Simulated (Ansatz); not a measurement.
**Nudged elastic band run: ClH7Si2**

The input (input.yaml):

```yaml
crystal:
  periodic: [false, false, false]
  atoms:
    - { symbol: Si, position_ang: [0.663464, -0.02941, -0.104211] }
    - { symbol: Cl, position_ang: [1.384574, 0.074765, 1.82673] }
    - { symbol: H, position_ang: [1.808456, 0.110929, -1.037902] }
    - { symbol: H, position_ang: [-0.306902, 1.074409, -0.312337] }
    - { symbol: H, position_ang: [-0.003983, -1.339802, -0.297096] }
    - { symbol: Si, position_ang: [-3.184936, 0.022488, 1.325849] }
    - { symbol: H, position_ang: [-3.157191, -0.855098, 0.123355] }
    - { symbol: H, position_ang: [-4.306491, -0.383738, 2.213661] }
    - { symbol: H, position_ang: [-3.367064, 1.436059, 0.898827] }
    - { symbol: H, position_ang: [-1.896327, -0.110602, 2.057425] }
basis:
  gaussian: { orbitals: "6-31G*" }
hamiltonian:
  xc: pbe0
  dispersion: d4
neb:
  order_check: false
  images: 7
  f_tol: 0.03
  max_iterations: 60
  final_atoms:
    - { symbol: Si, position_ang: [-0.47305943, 0.06624657, -0.50340034] }
    - { symbol: Cl, position_ang: [0.50357946, -0.61064183, 3.35098047] }
    - { symbol: H, position_ang: [0.48359821, 1.03791728, 0.09291594] }
    - { symbol: H, position_ang: [-0.64784684, 0.38140652, -1.94941087] }
    - { symbol: H, position_ang: [0.07788125, -1.31058006, -0.37177777] }
    - { symbol: Si, position_ang: [-2.54495884, 0.20753361, 0.57270355] }
    - { symbol: H, position_ang: [-3.5340362, -0.73002643, -0.02861105] }
    - { symbol: H, position_ang: [-2.41435809, -0.16073545, 2.01926776] }
    - { symbol: H, position_ang: [-3.09167319, 1.59208309, 0.51979653] }
    - { symbol: H, position_ang: [-0.72552634, -0.4732033, 2.99183678] }
  initial_path:
    images:
      - { positions_ang: [[0.663464, -0.02941, -0.104211], [1.384574, 0.074765, 1.82673], [1.808456, 0.110929, -1.037902], [-0.306902, 1.074409, -0.312337], [-0.003983, -1.339802, -0.297096], [-3.184936, 0.022488, 1.325849], [-3.157191, -0.855098, 0.123355], [-4.306491, -0.383738, 2.213661], [-3.367064, 1.436059, 0.898827], [-1.896327, -0.110602, 2.057425]] }
      - { positions_ang: [[0.49669255, -0.02275678, -0.07981872], [1.0408604, 0.06028647, 1.9883586], [1.69897694, 0.08223212, -0.90348863], [-0.40427439, 1.10163605, -0.35888643], [-0.17585233, -1.30470228, -0.34274277], [-2.98637886, 0.01652878, 1.19459306], [-3.16320667, -0.87123821, 0.08912027], [-3.8382464, -0.39513192, 2.20924827], [-3.26088626, 1.41348575, 0.84624902], [-1.77408497, -0.08033999, 2.05166833]] }
      - { positions_ang: [[0.3299211, -0.01610356, -0.05542644], [0.69714679, 0.04580794, 2.1499872], [1.58949788, 0.05353525, -0.76907527], [-0.50164678, 1.1288631, -0.40543585], [-0.34772166, -1.26960256, -0.38838953], [-2.78782173, 0.01056957, 1.06333711], [-3.16922235, -0.88737843, 0.05488554], [-3.37000179, -0.40652584, 2.20483553], [-3.15470852, 1.3909125, 0.79367104], [-1.65184295, -0.05007797, 2.04591166]] }
      - { positions_ang: [[0.16314965, -0.00945034, -0.03103416], [0.35343319, 0.03132942, 2.3116158], [1.48001882, 0.02483837, -0.6346619], [-0.59901917, 1.15609016, -0.45198528], [-0.51959099, -1.23450284, -0.4340363], [-2.58926459, 0.00461035, 0.93208117], [-3.17523802, -0.90351864, 0.02065082], [-2.90175719, -0.41791976, 2.2004228], [-3.04853077, 1.36833925, 0.74109306], [-1.52960092, -0.01981596, 2.040155]] }
      - { positions_ang: [[-0.0036218, -0.00279712, -0.00664188], [0.00971959, 0.01685089, 2.4732444], [1.37053977, -0.00385851, -0.50024853], [-0.69639156, 1.18331721, -0.49853471], [-0.69146032, -1.19940312, -0.47968306], [-2.39070745, -0.00134886, 0.80082523], [-3.1812537, -0.91965886, -0.01358391], [-2.43351259, -0.42931369, 2.19601006], [-2.94235303, 1.345766, 0.68851507], [-1.4073589, 0.01044606, 2.03439833]] }
      - { positions_ang: [[-0.12098121, 0.0144638, -0.13083149], [0.13318456, -0.14002229, 2.69267842], [1.14880438, 0.25658544, -0.35195742], [-0.68425538, 0.98283954, -0.86125375], [-0.49912493, -1.22719735, -0.45270674], [-2.4292703, 0.05087175, 0.74379481], [-3.26944932, -0.87225075, -0.0173407], [-2.42872396, -0.36216913, 2.15182449], [-2.97968307, 1.40734527, 0.64633544], [-1.23690076, -0.11046628, 2.27375794]] }
      - { positions_ang: [[-0.23834062, 0.03172472, -0.25502111], [0.25664953, -0.29689547, 2.91211244], [0.92706899, 0.51702939, -0.2036663], [-0.6721192, 0.78236186, -1.22397279], [-0.30678954, -1.25499159, -0.42573042], [-2.46783315, 0.10309237, 0.68676439], [-3.35764495, -0.82484264, -0.02109748], [-2.42393534, -0.29502457, 2.10763891], [-3.01701311, 1.46892454, 0.6041558], [-1.06644262, -0.23137862, 2.51311755]] }
      - { positions_ang: [[-0.35570003, 0.04898565, -0.37921073], [0.3801145, -0.45376865, 3.13154645], [0.7053336, 0.77747333, -0.05537518], [-0.65998302, 0.58188419, -1.58669183], [-0.11445414, -1.28278582, -0.39875409], [-2.50639599, 0.15531299, 0.62973397], [-3.44584057, -0.77743454, -0.02485426], [-2.41914671, -0.22788001, 2.06345334], [-3.05434315, 1.53050382, 0.56197616], [-0.89598448, -0.35229096, 2.75247717]] }
      - { positions_ang: [[-0.47305943, 0.06624657, -0.50340034], [0.50357946, -0.61064183, 3.35098047], [0.48359821, 1.03791728, 0.09291594], [-0.64784684, 0.38140652, -1.94941087], [0.07788125, -1.31058006, -0.37177777], [-2.54495884, 0.20753361, 0.57270355], [-3.5340362, -0.73002643, -0.02861105], [-2.41435809, -0.16073545, 2.01926776], [-3.09167319, 1.59208309, 0.51979653], [-0.72552634, -0.4732033, 2.99183678]] }
```

Command:

```bash
$ ansatz run input.yaml --threads 1 --pin off --max-ram 2048MiB --backend cpu --events-out ev --progress --plain --runs-dir out
```

Output, in part (warnings, iteration lines, the closing report on the highest movable image, with atoms numbered from 0):

```
NEB end point (image 0): max|allowed force component| = 2.564e-2 eV/Å (the criterion of neb.relax_end_points is 1.000e-2)
NEB end point (image 8): max|allowed force component| = 8.933e-3 eV/Å (the criterion of neb.relax_end_points is 1.000e-2)
NEB iter   1: max|band force component| = 6.864e0 eV/Å  barrier→ = 5.5165 eV  barrier← = 4.6675 eV  Δτ_max = 0.2000 Å  (208 SCF iters)
NEB iter   2: max|band force component| = 2.414e0 eV/Å  barrier→ = 4.1846 eV  barrier← = 3.3357 eV  Δτ_max = 0.2000 Å  (180 SCF iters)
NEB iter   3: max|band force component| = 9.365e-1 eV/Å  barrier→ = 3.5243 eV  barrier← = 2.6753 eV  Δτ_max = 0.2000 Å  (174 SCF iters)
NEB iter   4: max|band force component| = 1.067e0 eV/Å  barrier→ = 3.1765 eV  barrier← = 2.3275 eV  Δτ_max = 0.1006 Å  (177 SCF iters)
NEB iter   5: max|band force component| = 9.484e-1 eV/Å  barrier→ = 2.9765 eV  barrier← = 2.1276 eV  Δτ_max = 0.1013 Å  (176 SCF iters)
NEB iter   6: max|band force component| = 5.232e-1 eV/Å  barrier→ = 2.7257 eV  barrier← = 1.8767 eV  Δτ_max = 0.1914 Å  (176 SCF iters)
NEB iter   7: max|band force component| = 7.295e-1 eV/Å  barrier→ = 2.4235 eV  barrier← = 1.5745 eV  Δτ_max = 0.1009 Å  (175 SCF iters)
NEB iter   8: max|band force component| = 1.035e0 eV/Å  barrier→ = 2.2430 eV  barrier← = 1.3940 eV  CI = image 4  Δτ_max = 0.2000 Å  (166 SCF iters)
NEB iter   9: max|band force component| = 1.568e0 eV/Å  barrier→ = 2.6272 eV  barrier← = 1.7782 eV  CI = image 4  Δτ_max = 0.2000 Å  (177 SCF iters)
NEB iter  10: max|band force component| = 1.617e0 eV/Å  barrier→ = 2.7166 eV  barrier← = 1.8676 eV  CI = image 4  Δτ_max = 0.2000 Å  (170 SCF iters)
NEB iter  11: max|band force component| = 1.461e0 eV/Å  barrier→ = 2.6456 eV  barrier← = 1.7966 eV  CI = image 4  Δτ_max = 0.2000 Å  (170 SCF iters)
NEB iter  12: max|band force component| = 1.255e0 eV/Å  barrier→ = 2.6077 eV  barrier← = 1.7587 eV  CI = image 4  Δτ_max = 0.2000 Å  (171 SCF iters)
NEB iter  13: max|band force component| = 9.342e-1 eV/Å  barrier→ = 2.6363 eV  barrier← = 1.7873 eV  CI = image 4  Δτ_max = 0.2000 Å  (175 SCF iters)
NEB iter  14: max|band force component| = 8.877e-1 eV/Å  barrier→ = 2.6390 eV  barrier← = 1.7901 eV  CI = image 4  Δτ_max = 0.2000 Å  (171 SCF iters)
NEB iter  15: max|band force component| = 8.118e-1 eV/Å  barrier→ = 2.6167 eV  barrier← = 1.7678 eV  CI = image 4  Δτ_max = 0.2000 Å  (170 SCF iters)
NEB iter  16: max|band force component| = 2.957e-1 eV/Å  barrier→ = 2.5899 eV  barrier← = 1.7409 eV  CI = image 4  Δτ_max = 0.1988 Å  (171 SCF iters)
NEB iter  17: max|band force component| = 2.940e-1 eV/Å  barrier→ = 2.5878 eV  barrier← = 1.7389 eV  CI = image 4  Δτ_max = 0.1981 Å  (167 SCF iters)
NEB iter  18: max|band force component| = 3.684e-1 eV/Å  barrier→ = 2.5863 eV  barrier← = 1.7373 eV  CI = image 4  Δτ_max = 0.0994 Å  (168 SCF iters)
NEB iter  19: max|band force component| = 2.517e-1 eV/Å  barrier→ = 2.5851 eV  barrier← = 1.7361 eV  CI = image 4  Δτ_max = 0.0998 Å  (160 SCF iters)
NEB iter  20: max|band force component| = 9.921e-2 eV/Å  barrier→ = 2.5846 eV  barrier← = 1.7357 eV  CI = image 4  Δτ_max = 0.1252 Å  (153 SCF iters)
NEB iter  21: max|band force component| = 5.330e-2 eV/Å  barrier→ = 2.5844 eV  barrier← = 1.7354 eV  CI = image 4  Δτ_max = 0.0746 Å  (153 SCF iters)
NEB iter  22: max|band force component| = 3.496e-2 eV/Å  barrier→ = 2.5843 eV  barrier← = 1.7354 eV  CI = image 4  Δτ_max = 0.0659 Å  (143 SCF iters)
NEB iter  23: max|band force component| = 2.645e-2 eV/Å  barrier→ = 2.5843 eV  barrier← = 1.7353 eV  CI = image 4  Δτ_max = 0.0000 Å  (299 SCF iters)
Total energy: -28377.45831319 eV, -1042.8523580776 hartree
Atom 0 at    -0.202090    -0.038992     0.009166 Å, force    -0.013242    -0.004662    -0.000992 eV/Å
Atom 1 at     0.432116    -0.905311     2.405525 Å, force     0.001440     0.000315     0.000800 eV/Å
Atom 2 at     0.761707     1.039176     0.293680 Å, force     0.005263     0.005652     0.002413 eV/Å
Atom 3 at    -1.066886     0.496487    -1.106192 Å, force     0.002583     0.000262    -0.001933 eV/Å
Atom 4 at     0.199848    -1.386223    -0.434390 Å, force     0.000996    -0.000546    -0.001129 eV/Å
Atom 5 at    -2.563387     0.208061     0.991545 Å, force     0.015189    -0.004247     0.002477 eV/Å
Atom 6 at    -3.217022    -0.661751    -0.014778 Å, force     0.000038    -0.000180     0.000227 eV/Å
Atom 7 at    -3.031960    -0.100155     2.365432 Å, force    -0.001523     0.000404     0.001246 eV/Å
Atom 8 at    -2.686315     1.652828     0.685195 Å, force    -0.000313     0.001022    -0.000446 eV/Å
Atom 9 at    -0.992410    -0.304121     1.499119 Å, force    -0.010431     0.001981    -0.002664 eV/Å
Dipole moment:    -0.678269     0.359464    -0.676398 e Å
```

It converged. Neighbouring images differ by up to 2.0 eV, so the band resolves the path poorly. A vibrational analysis at the climbing image gives one clearly imaginary mode, 847i cm⁻¹: a first-order saddle point. The orbitals stay closed-shell, which can raise the energy where a bond breaks towards radicals; this wasn't checked here.

Final band (atoms are numbered from 1 in the order of the input):

```json
{"image": "0", "path coordinate (Å)": "0.00", "energy (eV)": "0.00", "Si1–Cl2 (Å)": "2.06", "Si6–H10 (Å)": "1.49", "Si1–Si6 (Å)": "4.11"}
{"image": "1", "path coordinate (Å)": "1.62", "energy (eV)": "0.00", "Si1–Cl2 (Å)": "2.06", "Si6–H10 (Å)": "1.49", "Si1–Si6 (Å)": "4.15"}
{"image": "2", "path coordinate (Å)": "3.23", "energy (eV)": "0.01", "Si1–Cl2 (Å)": "2.06", "Si6–H10 (Å)": "1.49", "Si1–Si6 (Å)": "4.30"}
{"image": "3", "path coordinate (Å)": "4.85", "energy (eV)": "0.60", "Si1–Cl2 (Å)": "2.09", "Si6–H10 (Å)": "1.47", "Si1–Si6 (Å)": "3.44"}
{"image": "4", "path coordinate (Å)": "6.47", "energy (eV)": "2.58", "Si1–Cl2 (Å)": "2.63", "Si6–H10 (Å)": "1.73", "Si1–Si6 (Å)": "2.57"}
{"image": "5", "path coordinate (Å)": "7.09", "energy (eV)": "1.67", "Si1–Cl2 (Å)": "2.95", "Si6–H10 (Å)": "2.14", "Si1–Si6 (Å)": "2.41"}
{"image": "6", "path coordinate (Å)": "7.72", "energy (eV)": "1.08", "Si1–Cl2 (Å)": "3.37", "Si6–H10 (Å)": "2.48", "Si1–Si6 (Å)": "2.35"}
{"image": "7", "path coordinate (Å)": "8.35", "energy (eV)": "0.88", "Si1–Cl2 (Å)": "3.71", "Si6–H10 (Å)": "2.81", "Si1–Si6 (Å)": "2.34"}
{"image": "8", "path coordinate (Å)": "8.98", "energy (eV)": "0.85", "Si1–Cl2 (Å)": "4.03", "Si6–H10 (Å)": "3.10", "Si1–Si6 (Å)": "2.34"}
```

Run time: 4.8 min on 1 thread of Intel(R) Xeon(R) 6975P-C (Granite Rapids), with other jobs on the host, peak memory 0.16 GiB.
